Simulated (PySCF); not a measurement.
**Stretching BCl**

Set-up: basis B cc-pVDZ, Cl cc-pV(D+d)Z; no relativity; PySCF 2.14. Energies in eV from B + Cl in their ground configurations at the same level. State: ¹Σ⁺ (singlet), closed shell.

Curves on a restricted Hartree–Fock reference rise too fast on stretching and do not dissociate correctly.

All columns are RHF. A positive dipole means B(−)Cl(+).

```
R (Å)  E (eV)  μ (D)  Mulliken charge on B (basis-dependent)  HOMO (eV)  LUMO (eV)  Mayer bond order  ⟨S²⟩
1.494  -2.729   2.93                                   -0.21      -9.44       2.71              1.64  0.00
1.563  -3.294   2.46                                   -0.13      -9.71       2.47              1.55  0.00
1.633  -3.601   1.97                                   -0.05      -9.98       2.23              1.47  0.00
1.685  -3.707   1.59                                    0.01     -10.18       2.06              1.41  0.00
1.737  -3.734   1.20                                    0.06     -10.37       1.89              1.35  0.00
1.789  -3.700   0.80                                    0.11     -10.55       1.72              1.30  0.00
1.859  -3.587   0.25                                    0.17     -10.76       1.50              1.23  0.00
1.945  -3.371  -0.44                                    0.23     -11.00       1.24              1.15  0.00
2.050  -3.048  -1.27                                    0.30     -11.20       0.93              1.07  0.00
2.189  -2.572  -2.37                                    0.37     -11.30       0.54              0.98  0.00
```

A fit through these points gives, at Re = 1.732 Å, μ = 1.24 D and dμ/dR = -7.59 D/Å; the reduced mass is 8.373 u.

Task: How strong is the fundamental in the double-harmonic approximation, I = 42.26·(dμ/dR)²/μred km/mol?

Result: I = 42.26·(-7.59)²/8.373 = 291 km/mol at RHF.

Where the molecule has an RHF reference, its open-shell atoms are computed with UHF. Hartree–Fock leaves out correlation, which carries a large part of most bond energies and some tenths to 1 eV of ionisation energies.
